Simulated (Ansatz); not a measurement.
Results of HSE06-D3(BJ) (PAW; Ansatz, an electronic-structure program) for 1T (CdI2-type) CdI2.

The cell is the one relaxed with PBE-D3(BJ): a = b = 4.2420 Å, c = 6.8240 Å, α = β = 90.00°, γ = 120.00°.

Estimate the interlayer binding energy that the calculation returns.


- interlayer binding energy = 20.5 meV/Å²

Spin–orbit coupling is not included.

Computing time: about 7 core-minutes (a rough figure).
